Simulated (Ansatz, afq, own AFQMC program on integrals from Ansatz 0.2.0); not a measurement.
# Where AFQMC and coupled cluster stand for C₂H₂, singlet

```csv
atom,x (Å),y (Å),z (Å)
C,0.0000,0.0000,0.5985
C,0.0000,0.0000,-0.5985
H,0.0000,0.0000,1.6632
H,0.0000,0.0000,-1.6632
```

Connectivity, by distances: CH–CH.

Basis cc-pVDZ. Noble-gas cores (and the filled d shells of Ga–Kr and In–Xe) are frozen. Integrals, coupled cluster, full CI and functionals: Ansatz 0.2.0; the random walks run on the same integrals in our own AFQMC program. The CISD trial takes its coefficients from CCSD amplitudes. Released means that phaseless walkers are propagated on without the constraint, phases kept. ± is one standard error of the sampling.

Determinant: RHF, the one that the program's search chose, which needn't be the lowest solution. The geometry is a point of a scan.

No full CI on the walks' own integrals is used here; CCSDT(Q) serves as the reference and is uncertain by about the last step of the cluster series.

```
T1 diagnostic                               : 0.0122
weight of the determinant in the CISD state : 0.886
size of the correlated space                : 10 electrons in 36 orbitals
```

```tsv
level	correlation energy (eV)
MP2	-6.9251
CCSD	-7.3936
CCSD(T)	-7.6910
```

(1) Estimate where phaseless AFQMC with a CISD trial lies against CCSD(T) on the same integrals.

(1) 32.8 ± 18.6 meV below CCSD(T). The gap is under twice the noise, so this walk alone can't tell the two apart.

Reference: CCSDT(Q), correlation energy -7.729 eV. The released energy is read at 2.40 1/Eh (meV from the phaseless value at times in 1/Eh: 6 ± 21 at 0.24, -12 ± 20 at 0.51, -6 ± 15 at 0.99, 14 ± 16 at 1.62, -3 ± 21 at 2.40).

```json
{"level": "CCSD(T)", "E − E(reference) (meV)": "37.8", "share of correlation (%)": "99.51"}
{"level": "CCSDT", "E − E(reference) (meV)": "27.0", "share of correlation (%)": "99.65"}
{"level": "ph-AFQMC/CISD", "E − E(reference) (meV)": "5.0 ± 18.6", "share of correlation (%)": "99.93"}
{"level": "released AFQMC", "E − E(reference) (meV)": "1.7 ± 21.1", "share of correlation (%)": "99.98"}
```

A walk keeps the symmetry of its determinant, which the program's search chose and which needn't be the lowest solution, so a lower state of the same spin and another symmetry isn't excluded. Released energies are given only where the last usable release times agree within the noise; a slower fall can still hide under it.
